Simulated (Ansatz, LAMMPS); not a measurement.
## fcc Ag: properties by level of theory

Reference values: elastic constant C11 131 GPa (measured, 0 K, low-temperature values given for 0 K; zero-point effects included; as tabulated in Li et al. (2021), arXiv:2102.01972); elastic constant C44 51.1 GPa (measured, 0 K, low-temperature values given for 0 K; zero-point effects included; as tabulated in Li et al. (2021), arXiv:2102.01972).

```tsv
level (code)	elastic constant C11 (GPa)	elastic constant C44 (GPa)
Morse jacobson2022 (LAMMPS)	127	86.5
PBEsol (Ansatz)	145	55.8
r²SCAN (Ansatz)	124	45.7
```

Differences from the reference values (errors of the level alone only where the reference is corrected to a static lattice):

| level | elastic constant C11 (%) | elastic constant C44 (%) |
|---|---|---|
| Morse jacobson2022 | -3.1 | +69 |
| PBEsol | +10.7 | +9.2 |
| r²SCAN | -5.3 | -10.6 |

Nearest: elastic constant C11, not ranked (one source); elastic constant C44, not ranked (one source). Empirical potentials aren't ranked on values they can be fitted to.

Empirical potentials (Morse jacobson2022) are fitted to chosen data, which need not cover the solid at hand: agreement can be built in, and what lay outside the fit can be far off.

Ansatz's density-functional and Hartree–Fock values are scalar-relativistic unless marked +SOC, with PAW data made under PBE.

Unless a cell is named, each level is at its own relaxed cell (Morse jacobson2022 16.85, PBEsol 16.66, r²SCAN 17.28 Å³/atom).

Differences are worked out from the printed values.

Computed values are for the static lattice.

Ansatz is a quantum-chemistry and plane-wave program.
